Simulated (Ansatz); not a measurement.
H2P (SMILES [PH2]) moved off its minimum; all values from Ansatz (an electronic-structure program), cores frozen in correlated methods. Open shells are unrestricted.
(charge 0, multiplicity 2)
```xyz
3

P      0.01977     0.12688     0.02907
H     -1.04427    -0.88557    -0.06470
H      1.00147    -0.89750    -0.10212
```

Forces at wB97M-V/def2-TZVPP (eV/Å):

| atom | Fx | Fy | Fz |
|---|---|---|---|
| P1 | -0.621 | -0.911 | -0.090 |
| H2 | 0.675 | 0.744 | 0.071 |
| H3 | -0.054 | 0.167 | 0.019 |

Give the forces (eV/Å), the total energy and the dipole at CCSD(T)/aug-cc-pV(T+d)Z.


```tsv
atom	Fx	Fy	Fz
P1	-0.614	-0.801	-0.078
H2	0.597	0.688	0.066
H3	0.017	0.113	0.012
```
Energy -342.0609 hartree, dipole 0.48 D.
